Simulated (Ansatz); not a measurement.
# CHB+ (quartet): the correlation ladder, def2-TZVPP

The task here is to estimate one member of a computed series from the others.

Method: def2-TZVPP, core rule «outside noble gas», up to 2 orbitals frozen; program: Ansatz 0.2.0, Gaussian basis.

Plan: UHF; ROHF; CCSD(T) on UHF.

2 further runs of the same task are left out: 2 set aside as unsound or not needed.

### The system

The geometry is a PBE0/def2-TZVP stationary point (not a proven minimum) of the parent state, kept for this charge and spin.

3 atoms, charge 1, spin multiplicity 4.

Atoms are counted from 1 here; the program's logs count them from 0.

Bond lengths: B1–C2 1.353 Å, C2–H3 1.071 Å. Angles: B1–C2–H3 180.0°.

As a file:

```xyz
3
charge 1, multiplicity 4
B     0.0000    0.0000    1.2592
C     0.0000    0.0000   -0.0942
H     0.0000    0.0000   -1.1650
```

Set-up of the first run:

File in.yaml:

```yaml
crystal:
  periodic: [false, false, false]
  atoms:
    - {symbol: B, position_ang: [0.000000, 0.000000, 1.259200]}
    - {symbol: C, position_ang: [0.000000, 0.000000, -0.094199]}
    - {symbol: H, position_ang: [0.000000, 0.000000, -1.165001]}
basis:
  gaussian: {orbitals: def2-TZVPP}
total_charge: 1
magnetization: {spin_polarized: true, initial_magnetization: 3}
hamiltonian: {xc: hf}
output: {orbitals: {seedname: orbitals}}
```

On the command line:

```bash
$ ansatz run in.yaml --threads 1 --pin off --events-out ev --progress --plain --max-ram 4096MiB --backend cpu
```

Among the steps run: UHF; ROHF; CCSD(T) on UHF.

One table of the session follows, with a row left open; its other results are not shown here.

```
  method  from UCCSD(T) (meV)
    ROHF                    ?
     UHF              +4414.7
    UMP2               +748.9
   UCCSD               +142.2
UCCSD(T)                    0
```

Q: Estimate the row for ROHF from the others.

**Answer.** from UCCSD(T) (meV): +4534.3. In the column «from UCCSD(T) (meV)» it is the highest.
